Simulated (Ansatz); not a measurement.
in.yaml

```yaml
crystal:
  periodic: [false, false, false]
  atoms:
    - {symbol: Ge, position_ang: [0.000000, 0.000000, 1.829607]}
    - {symbol: C, position_ang: [0.000000, 0.000000, -0.038606]}
    - {symbol: Si, position_ang: [0.000000, 0.000000, -1.791001]}
basis:
  gaussian: {orbitals: cc-pVDZ}
magnetization: {spin_polarized: true, initial_magnetization: 4}
correlation: {method: bccd, electrons: outside_noble_gas, diis_vectors: 2}
scf: {lower_state_search: off}
```

```sh
$ ansatz run in.yaml --threads 1 --pin off --events-out ev --progress --plain --max-ram 2393MiB
```

Log:

```
these checks for a lower state are left out or cut short: stability, starts, cluster_reference, orbital_swaps, neighbouring_geometries, increment
647 factors; integrals over basis functions are off by at most 8.8e-4 eV
mean field evaluation 1: about -65357.7838 eV, gradient 8.6e0 eV
mean field evaluation 2: about -65357.7899 eV, gradient 8.6e0 eV
mean field evaluation 4: about -65358.6076 eV, gradient 2.4e0 eV
mean field evaluation 8: about -65359.0116 eV, gradient 9.8e-1 eV
mean field evaluation 16: about -65359.5780 eV, gradient 3.0e-6 eV
mean field -65359.57799957 eV, -2401.9201891710 hartree, gradient 2.6e-6 eV, S^2 6.217519; 0 other end points of the search recorded, 0 dependent functions left out
20 core orbitals not correlated: weight in the atoms' cores, before any rotation towards them, 0.999 or more for the frozen orbitals, at most 0.001 for the correlated occupied ones
reference -65359.57799957 eV, -2401.9201891710 hartree; 8, 4 occupied and 31, 35 virtual orbitals, 647 factors
second order -5.71189798 eV of doubles, -0.00000000 eV of singles
cycle   1  -6.33625513 eV  change   -6.2e-1 eV  update   1.2e-1
cycle   2  -6.79814921 eV  change   -4.6e-1 eV  update   6.5e-2
cycle   3  -6.94000852 eV  change   -1.4e-1 eV  update   5.1e-2
cycle   4  -6.97961093 eV  change   -4.0e-2 eV  update   3.6e-2
cycle   5  -7.02961238 eV  change   -5.0e-2 eV  update   2.6e-2
...
cycle  43  -6.95840837 eV  change    6.2e-6 eV  update   1.2e-5
cycle  44  -6.95840644 eV  change    1.9e-6 eV  update   1.0e-5
cycle  45  -6.95840496 eV  change    1.5e-6 eV  update   8.4e-6
cycle  46  -6.95840593 eV  change   -9.7e-7 eV  update   7.2e-6
cycle  47  -6.95840666 eV  change   -7.3e-7 eV  update   6.7e-6
cycle  48  -6.95840772 eV  change   -1.1e-6 eV  update   6.4e-6
cycle  49  -6.95840933 eV  change   -1.6e-6 eV  update   6.2e-6
cycle  50  -6.95841219 eV  change   -2.9e-6 eV  update   5.9e-6
cycle  51  -6.95841540 eV  change   -3.2e-6 eV  update   5.6e-6
cycle  52  -6.95841934 eV  change   -3.9e-6 eV  update   5.1e-6
Total energy: -65366.53641891 eV, -2402.1759063651 hartree
Checks for a lower state left out: stability, starts, cluster_reference, orbital_swaps, neighbouring_geometries, increment
```

Ran on 1 thread of Arm Neoverse V2, shared host: 2.8 s wall, 0.18 GiB peak host memory.
